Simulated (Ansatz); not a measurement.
FHSi (`F[SiH]`), relaxed with RKS PBE-D4/def2-SVP in Ansatz from a rough embedded geometry. The force threshold is 0.03 eV/Å; the program also tests the step.

The species carries charge 0 and has multiplicity 1.

Start:

```xyz
3

F    -0.671    1.020   -0.337
Si    0.026   -0.375   -0.481
H     0.645   -0.645    0.818
```

| step | energy (eV) | largest force (eV/Å) | largest move (Å) |
| --- | --- | --- | --- |
| 1 | -10598.7493 | 3.153 | 0.000 |
| 2 | -10598.9661 | 1.317 | 0.074 |
| 3 | -10599.0145 | 0.208 | 0.028 |
| 4 | -10599.0155 | 0.041 | 0.013 |
| 5 | -10599.0157 | 0.019 | 0.006 |

End:

```xyz
3

F    -0.669    1.045   -0.294
Si    0.024   -0.431   -0.566
H     0.644   -0.614    0.861
```

It took 1.8 s on 2 threads of a server CPU on a shared host, with 0.09 GiB of host memory at the peak.
